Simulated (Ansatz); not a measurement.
Molecule: buta-1,3-diene, C$_{4}$H$_{6}$, charge 0, multiplicity 1. SMILES: C(C=C)=C
Geometry from a B3LYP-D3(BJ)/def2-TZVP (Ansatz, a quantum-chemistry and plane-wave program) optimisation:
```xyz
10

C      0.5975     1.7431     0.0042
C      0.5995     0.4091     0.0007
C     -0.5995    -0.4091    -0.0007
C     -0.5975    -1.7431    -0.0042
H      1.5168     2.3130     0.0051
H     -0.3292     2.3053     0.0062
H      1.5464    -0.1238    -0.0012
H     -1.5464     0.1238     0.0012
H      0.3292    -2.3053    -0.0062
H     -1.5168    -2.3130    -0.0051
```

Wanted: atomisation energy, in kcal/mol. Set-up: non-relativistic; spin-orbit terms left out; dispersion terms only where a functional's name holds one; six Cartesian d functions in 6-31G* and its kin unless marked 5d; frozen cores in correlated levels; atomisation electronic, to ground-state atoms; UHF or UKS for open shells; LANL2DZ all-electron up to Ne. First-principles rows: single points at B3LYP-D3(BJ) geometries (Ansatz). The Hartree-Fock reference of C=CC=C is unstable towards a lower, spin-broken solution.

```
level               program  atomisation energy (kcal/mol)
------------------  -------  -----------------------------
HF/6-31G*            Ansatz                          756.8
SVWN5/6-31G*         Ansatz                         1151.1
PBE/STO-3G           Ansatz                         1210.9
PBE/6-31G*           Ansatz                         1035.4
B3LYP/6-31G*         Ansatz                         1007.3
PBE0/6-31G*          Ansatz                         1016.7
MP2/LANL2DZ          Ansatz                          871.8
PBE/def2-TZVPD       Ansatz                         1033.9
wB97M-V/def2-TZVPD   Ansatz                         1011.6
```

No value to compare with is used here. The 7 habitual levels span 756.8 (HF/6-31G*) to 1210.9 kcal/mol (PBE/STO-3G); wB97M-V/def2-TZVPD gives 1011.6.

The levels are drawn from those run, B3LYP/6-31G* more often than the rest, none by its result; runs whose electronic state is in doubt are left out.
